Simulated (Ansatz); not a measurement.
**U-revPBE/6-311+G(d,p) run of Si2H5O (SMILES [SiH2]O[SiH3])**

What is the vertical doublet–quartet gap of Si2H5O at U-revPBE/6-311+G**? 

Program for the calculation: Ansatz 0.2.0.

37 further runs of the same task are left out: 37 set aside as unsound or not needed.

## Step 1: The structure to begin with

The species is Si2H5O (8 atoms), meant as a doublet with charge 0. SMILES: `[SiH2]O[SiH3]`. The shape is that of a PBE0-D4/def2-TZVP optimisation. This is one conformer, not always the lowest.

Bond lengths: Si1–O2 1.637 Å, O2–Si3 1.638 Å, Si1–H4 1.490 Å, Si1–H5 1.494 Å, Si3–H6 1.482 Å, Si3–H7 1.485 Å, Si3–H8 1.486 Å. Angles: Si1–O2–Si3 146.3°, O2–Si1–H4 107.9°, O2–Si1–H5 109.9°, O2–Si3–H6 108.1°, O2–Si3–H7 109.9°, O2–Si3–H8 110.1°, H4–Si1–H5 110.4°, H6–Si3–H7 109.7°, H6–Si3–H8 109.8°, H7–Si3–H8 109.2°.

## Step 2: A single-point energy at U-revPBE/6-311+G(d,p)

job.yaml reads:

```yaml
crystal:
  periodic: [false, false, false]
  atoms:
    - {symbol: Si, position_ang: [-1.281200, 0.933000, -0.865900]}
    - {symbol: O, position_ang: [-0.352300, -0.279200, -0.276900]}
    - {symbol: Si, position_ang: [0.765000, -0.723000, 0.835900]}
    - {symbol: H, position_ang: [-1.902800, 0.458100, -2.133600]}
    - {symbol: H, position_ang: [-0.440600, 2.142000, -1.118700]}
    - {symbol: H, position_ang: [1.291900, -2.054600, 0.453100]}
    - {symbol: H, position_ang: [0.138100, -0.799300, 2.180400]}
    - {symbol: H, position_ang: [1.874100, 0.266000, 0.869800]}
basis:
  gaussian:
    orbitals: 6-311+G_st__st_-spherical.json
accuracy: high
magnetization:
  spin_polarized: true
  initial_magnetization: 1
hamiltonian:
  xc: {name: revPBE}
output: {orbitals: {seedname: orbitals}}
```

The basis set 6-311+G** is read from a file made from the Basis Set Exchange's data (not shown).

Run with:

```sh
$ ansatz run job.yaml --threads 1 --pin off --max-ram 3480MiB --events-out events.jsonl --progress --plain --runs-dir runs
```

Log:

```text
Warning: RAYON_NUM_THREADS=1 ignored (pool sized by the plan → 1); use --threads N
Functional definition: revPBE
  name "revPBE"
  parameter kappa = 1.245
  parameter beta = 0.06672455060314922
  exchange = pbe_x(kappa = kappa, mu = beta*pi^2/3)
  correlation = pbe_c(beta = beta)
2081 factors; integrals over basis functions are off by at most 4.2e-9 eV
mean field evaluation 1: about -17873.6938 eV, gradient 4.6e1 eV
mean field evaluation 2: about -17819.4000 eV, gradient 1.1e2 eV
mean field evaluation 4: about -17880.8111 eV, gradient 3.1e0 eV
mean field evaluation 8: about -17880.8699 eV, gradient 3.8e-2 eV
mean field evaluation 16: about -17880.8699 eV, gradient 1.6e-5 eV
mean field -17880.86990281 eV, -657.1098488394 hartree, gradient 3.6e-8 eV, S^2 0.751573; 0 other end points of the search recorded, 0 dependent functions left out
reference -17880.86991072 eV, -657.1098491299 hartree; 21, 20 occupied and 91, 92 virtual orbitals, 2081 factors
Total energy: -17880.86991072 eV, -657.1098491299 hartree
```

It took 13 s on 1 thread of Arm Neoverse V1, shared host; peak memory 0.35 GiB.

## Step 3: The quartet

Changes to job.yaml since step 2:

```diff
@@ -14,8 +14,8 @@
     orbitals: 6-311+G_st__st_-spherical.json
-accuracy: high
 magnetization:
   spin_polarized: true
-  initial_magnetization: 1
+  initial_magnetization: 3
+accuracy: high
+output: {orbitals: {seedname: orbitals}}
 hamiltonian:
   xc: {name: revPBE}
-output: {orbitals: {seedname: orbitals}}
```

The basis set 6-311+G** is read from a file made from the Basis Set Exchange's data (not shown).

Run with:

```sh
$ ansatz run job.yaml --threads 1 --pin off --max-ram 3480MiB --events-out events.jsonl --progress --plain --runs-dir runs
```

Log (excerpt; [...] marks lines left out):

```text
Warning: RAYON_NUM_THREADS=1 ignored (pool sized by the plan → 1); use --threads N
[... 6 set-up lines as earlier in the session ...]
2081 factors; integrals over basis functions are off by at most 4.2e-9 eV
mean field evaluation 1: about -17866.6928 eV, gradient 4.6e1 eV
mean field evaluation 2: about -17761.5813 eV, gradient 1.3e2 eV
mean field evaluation 4: about -17871.4649 eV, gradient 1.6e1 eV
mean field evaluation 8: about -17874.7192 eV, gradient 1.2e0 eV
mean field evaluation 16: about -17874.7242 eV, gradient 1.3e-3 eV
mean field evaluation 32: about -17874.7242 eV, gradient 8.8e-9 eV
mean field evaluation 64: about -17873.0768 eV, gradient 2.1e0 eV
mean field -17874.72424732 eV, -656.8840001658 hartree, gradient 8.8e-9 eV, S^2 3.752898; 8 other end points of the search recorded, 0 dependent functions left out
reference -17874.72425459 eV, -656.8840004331 hartree; 22, 19 occupied and 90, 93 virtual orbitals, 2081 factors
Total energy: -17874.72425459 eV, -656.8840004331 hartree
```

Wall time 25 s (1 thread of Arm Neoverse V1, shared host); peak memory 0.38 GiB.

## Step 4: What came out

At U-revPBE/6-311+G**:

```
                                        quantity          value
                           doublet: total energy  -657.10985 Eh
     doublet: HOMO energy (highest over α and β)       -4.91 eV
      doublet: LUMO energy (lowest over α and β)       -3.09 eV
                                   doublet: ⟨S²⟩          0.752
                           quartet: total energy  -656.88400 Eh
     quartet: HOMO energy (highest over α and β)       -2.03 eV
                                   quartet: ⟨S²⟩          3.753
vertical energy of the quartet above the doublet       6.146 eV
```

In words: At this shape the quartet lies 6.15 eV (593 kJ/mol) above the doublet.
